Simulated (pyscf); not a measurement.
Structures and frequencies: ωB97X-D3(BJ)/def2-SVP in PySCF.

Q: Estimate by transition-state theory the rate constant of •O–OH + H₃C–CH₃ → HO–OH + •H₂C–CH₃ (doublet surface; C–H broken, H–O formed) at 900 K, with ωB97M-D3(BJ)/def2-TZVP energies (ideal gas, 1 atm, RRHO with modes under 100 cm⁻¹ raised to 100, one conformer, R ln 2 for rigid chiral ones; no tunnelling).

A: The electronic barrier is 23.4 kcal/mol and the thermal terms add +23.5, so ΔG‡ = 46.9 kcal/mol. With k_BT/h = 1.88e+13 s⁻¹ and RT = 1.788 kcal/mol, and a volume of 1.23e-19 cm³ per molecule at 1 atm, k = 9.1e-18 cm³ molecule⁻¹ s⁻¹. Wigner's tunnelling factor for 1963i cm⁻¹ would be 1.41, likely too low at so high a frequency. A shift of 1 kcal/mol in the barrier changes k by a factor 1.7. On the product side the descent ends in a complex, 4.1 kcal/mol under the separated species and 7.7 kcal/mol under the saddle at ωB97X-D3(BJ)/def2-TZVP. One saddle was located; it need not be the lowest between these sides. The angle at the transferred H is 171°.
